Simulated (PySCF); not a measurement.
Compound: H2O.
SMILES: `O`

The calculation used B3LYP/IGLO-III in PySCF (dipole) on a GFN2-xTB geometry, gas phase.

Masses are those of the commonest isotopes; rigid-rotor values at the optimised geometry. 

Task: Give the principal moments of inertia and the rotational constants in MHz.

Result: Ia = 0.58, Ib = 1.20, Ic = 1.78 u·Å²; 505379 MHz·u·Å²/I gives A = 871841, B = 420472, C = 283666 MHz.

Task: What kind of rotor is it?

Result: An asymmetric top; Ray's κ = -0.535.

Task: Give the coordinates in the principal-axis frame, origin at the centre of mass.

Result: The sense of each axis is arbitrary; atoms in the order of the calculation.
| atom | mass (u) | a (Å) | b (Å) | c (Å) |
| --- | --- | --- | --- | --- |
| O1 | 15.995 | 0.000 | -0.064 | 0.000 |
| H2 | 1.008 | -0.772 | 0.505 | 0.000 |
| H3 | 1.008 | 0.772 | 0.505 | 0.000 |

Task: List the rotational levels J(Ka,Kc) to J = 4 (MHz).

Result: Above 0(0,0):
J = 1: 1(0,1) 704138, 1(1,1) 1155507, 1(1,0) 1292313
J = 2: 2(0,2) 2085750, 2(1,2) 2426976, 2(1,1) 2837396, 2(2,1) 4191501, 2(2,0) 4218165
J = 3: 3(0,3) 4097586, 3(1,3) 4318869, 3(1,2) 5136386, 3(2,2) 6303916, 3(2,1) 6431159, 3(3,1) 8918085, 3(3,0) 8921409
J = 4: 4(0,4) 6692346, 4(1,4) 6816990, 4(1,3) 8162314, 4(2,3) 9099534, 4(2,2) 9448227, 4(3,2) 11779457, 4(3,1) 11802199, 4(4,1) 15378663, 4(4,0) 15379006

Task: Predict some low-J microwave lines.

Result: The dipole components are |μa| = 0.00 D, |μb| = 1.88 D, |μc| = 0.00 D; the symmetry axis of this C2v structure is b, so μa and μc vanish by symmetry and there are no a-type or c-type lines. Some lines, for components of 0.1 D or more:

| type | branch | J(Ka,Kc) | MHz | lower level (cm⁻¹) |
| --- | --- | --- | --- | --- |
| b | Q | 2(1,1) ← 2(0,2) | 751646 | 69.573 |
| b | Q | 3(1,2) ← 3(0,3) | 1038800 | 136.681 |
| b | R | 1(1,1) ← 0(0,0) | 1155507 | 0.000 |
| b | Q | 3(2,1) ← 3(1,2) | 1294773 | 171.331 |
| b | Q | 2(2,0) ← 2(1,1) | 1380769 | 94.645 |
| b | R | 3(0,3) ← 2(1,2) | 1670609 | 80.955 |
| b | Q | 2(2,1) ← 2(1,2) | 1764525 | 80.955 |
| b | Q | 3(2,2) ← 3(1,3) | 1985046 | 144.062 |
| b | R | 3(1,3) ← 2(0,2) | 2233119 | 69.573 |
| b | Q | 3(3,0) ← 3(2,1) | 2490250 | 214.520 |
| b | Q | 3(3,1) ← 3(2,2) | 2614170 | 210.276 |
| b | R | 2(2,1) ← 1(1,0) | 2899188 | 43.107 |
| b | R | 3(2,2) ← 2(1,1) | 3466520 | 94.645 |
| b | R | 3(2,1) ← 2(1,2) | 4004183 | 80.955 |
| b | R | 3(3,1) ← 2(2,0) | 4699920 | 140.703 |
| b | R | 3(3,0) ← 2(2,1) | 4729908 | 139.813 |

Task: Estimate the classical rotational partition function at 500 K.

Result: Point group C2v, symmetry number σ = 2; q = (√π/σ)·√((kT/h)³/(ABC)), k/h = 20836.6 MHz/K: 92.4 at 500 K.

Whether it is a minimum is left open (no frequencies). Constants of a rigid frame at the computed geometry: no zero-point averaging, no centrifugal distortion.
